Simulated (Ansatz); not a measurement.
# Other spins and charges of SH⁻, triplet at one geometry

Geometry (PBE0/def2-TZVPD stationary point for this spin):

| atom | x (Å) | y (Å) | z (Å) |
| --- | --- | --- | --- |
| S | 0.0000 | 0.0000 | 0.0000 |
| H | 0.0000 | 0.0000 | 1.9484 |

Basis aug-cc-pVDZ; Ansatz 0.2.0. Only valence electrons are correlated (noble-gas cores frozen). R marks a restricted (for open shells ROHF) determinant, U an unrestricted one.

Gaps are energies of the second state less the first, at fixed atoms, for a selection of the levels run; each method lands on the state that its own search finds for that charge and spin.

Unrestricted rows (U, and Kohn–Sham where it breaks symmetry) aren't spin-pure: their determinants' ⟨S²⟩ exceeds S(S+1) by up to 0.45, so they mix in states of higher spin. For open shells CISD is restricted-active-space CI with the open shells as a complete middle space. A value is left out where its run failed or describes another state than the reference as far as symmetry and spin tell, or, spin-broken singlets apart, can't be checked.

Removing an electron, to the doublet: 0.546 eV at UCCSDT(Q).

| level | gap (eV) | error (meV) | ⟨S²⟩ where 0.1 over S(S+1) (first / second) |
| --- | --- | --- | --- |
| RHF | 0.529 | -17 | – / – |
| UHF | 0.280 | -266 | – / 1.20 |
| RMP2 | 0.738 | 192 | – / – |
| CISD | 0.563 | 17 | – / – |
| UCCSD(T) | 0.567 | 21 | – / 1.20 |
| RCCSDT | 0.547 | 1 | – / – |
| B97M-V | 0.988 | 442 | – / – |
| B3LYP | 0.950 | 404 | – / – |
| wB97M-V | 0.835 | 289 | – / – |
| B2PLYP | 0.836 | 290 | – / 0.88 |

In so small a basis the reference is far from its limit while semilocal and hybrid functionals are nearer theirs (RPA and double hybrids share much of the reference's basis error), so the functionals' errors here hold much of the reference's basis and frozen-core error, which can add to them or hide them.

Full CI isn't at hand for all of this; UCCSDT(Q) serves as the reference, and is uncertain by about the last step of the cluster series. The frozen core follows each run's orbitals, which can shift R against U totals by a few meV.
